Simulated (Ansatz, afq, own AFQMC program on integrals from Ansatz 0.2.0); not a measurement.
SiGeH$_{2}$, singlet → SiGeH2⁺, doublet

```xyz
4

Si    0.0000    0.0746    1.5249
Ge    0.0000   -0.0064   -0.6402
H     0.0000   -0.3073    2.9682
H     0.0000   -1.3061    0.6773
```

Connectivity, by distances: SiH–Ge, 1 bridging H.

E(doublet, charge +1) − E(singlet, charge +0) at this geometry, on RHF and UHF determinants.

Basis cc-pVDZ. Only valence electrons are correlated. Ansatz 0.2.0 and our own AFQMC program on the same integrals; the CISD trial comes from CCSD amplitudes, and released means the phaseless constraint is let go. ± is one standard error of the sampling. No spin–orbit coupling. The errors of all members are added in quadrature.

No full CI on the walks' own integrals is used here; CCSDT(Q) serves as the reference and is uncertain by about the last step of the cluster series. Each member takes its own surest rung, up to full CI.

Errors are counted within cc-pVDZ, not against nature.

Cautions: inner d shell frozen; no relativity below Rb; no spin-orbit coupling; SiGeH₂ (singlet): restricted determinant unstable towards unrestricted (UHF 91 meV lower, ⟨S²⟩ 0.42), its ph-AFQMC/CISD value lies 20 ± 5 meV above CCSDTQ; SiGeH₂⁺ (doublet): the ph-AFQMC/HF walk drifts between its halves (2.5 errors).

```
level  vertical ionization energy (kJ/mol)
   HF                                657.1
  MP2                                758.2
```

(1) From these cheaper values, estimate the vertical ionization energy at the reference level in cc-pVDZ.

(1) 759.2 kJ/mol (CCSDT(Q) in cc-pVDZ).

```tsv
level	vertical ionization energy (kJ/mol)	error against CCSDT(Q) (kJ/mol)
CCSD	749.0	-10.3
CCSD(T)	758.6	-0.6
CCSDT	757.9	-1.3
ph-AFQMC/HF	768.1 ± 3.3	8.8 ± 3.3
ph-AFQMC/CISD	758.6 ± 0.6	-0.7 ± 0.6
released AFQMC	759.7 ± 0.4	0.5 ± 0.4
```

Correlation beyond CCSD(T) adds 0.6 kJ/mol. The perturbative (T) step is worth +9.7 kJ/mol.

A walk keeps the symmetry of its determinant, which the program's search chose and which needn't be the lowest solution, so a lower state of the same spin and another symmetry isn't excluded. Released energies are given only where the last usable release times agree within the noise; a slower fall can still hide under it.
